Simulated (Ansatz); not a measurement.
A calculation on zinc-blende ZnSe returned lattice constant a 5.644 Å, formation enthalpy -0.844 eV/atom.

For reference: lattice constant a 5.668 Å (measured, room temperature, no zero-point or thermal correction; as tabulated in Albrecht et al. (1997), arXiv:cond-mat/9706128); formation enthalpy -0.85 eV/atom (measured, 298 K, not corrected to a static lattice; as tabulated in Zhang et al. (2018), doi:10.1038/s41524-018-0065-z).

**Question.** Which level of theory produced these numbers?
A) PBE-D3(BJ) (Ansatz (an electronic-structure program))
B) HSE06 (Ansatz)
C) PBE0 (Ansatz)
D) r²SCAN-D4 (Ansatz)

**Answer.** D, r²SCAN-D4 (Ansatz)

The others give: HSE06 5.701 Å, -0.876 eV/atom; PBE0 5.695 Å, -0.880 eV/atom; PBE-D3(BJ) 5.655 Å, -0.660 eV/atom.

Unless a cell is named, each level is at its own relaxed cell (HSE06 23.16, PBE-D3(BJ) 22.60, PBE0 23.09, r²SCAN-D4 22.47 Å³/atom).

Caveats: exact exchange on metals is sensitive to the k mesh and can open a false gap (HSE06). Ansatz's density-functional and Hartree–Fock values are scalar-relativistic unless marked +SOC, with PAW data made under PBE.
